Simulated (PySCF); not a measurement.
Reproducing measurements on C6H6

**Measured values to compare with.**

NIST CCCBDB Release 22 (SRD 101), experimental dipoles lists, for the gas: dipole moment (microwave Stark effect, vibrational ground state) 0.424 D.

How close the calculation comes is told at the end.

Compound: C6H6.
SMILES with atom numbers: `[CH2:1]=[C:2]1[CH:3]=[CH:4][CH:5]=[CH:6]1` (hydrogens: H7, H8 on C1; H9 on C3; H10 on C4; H11 on C5; H12 on C6)

Geometry (PBE0/def2-SVP, Å), atoms numbered from 1 in this order:
```
atom  x, y, z in Å
C1     1.881    0.518   -0.388
C2     0.616    0.154   -0.113
C3     0.183   -1.059    0.595
C4    -1.170   -1.040    0.658
C5    -1.663    0.177   -0.002
C6    -0.608    0.890   -0.462
H7     2.102    1.446   -0.923
H8     2.729   -0.102   -0.084
H9     0.856   -1.821    0.989
H10   -1.806   -1.797    1.120
H11   -2.716    0.446   -0.097
H12   -0.629    1.840   -0.997
```

Runs made with PySCF (gas phase, on this PBE0/def2-SVP geometry; no spin–orbit coupling):

```tsv
level	job	basis functions	wall time
PBE0/def2-SVP, grid level 1	geometry optimisation from a GFN2-xTB start	114	15 s
```

Hardware: one thread, Arm Neoverse V2 (aarch64), no GPU (shared host).

**Comparison with experiment**

**Dipole moment.** Measured: 0.424 D (NIST CCCBDB Release 22 (SRD 101), experimental dipoles).

| level | computed (D) | computed − measured (D) | % (from the printed values) |
| --- | --- | --- | --- |
| PBE0/def2-SVP | 0.676 | +0.252 | +59 |

The computed dipoles belong to one fixed geometry; measured ones are averaged over vibrations unless marked μe. Magnitudes are compared, not signs.

No measured geometry was used, and the causes of the misses weren't examined.
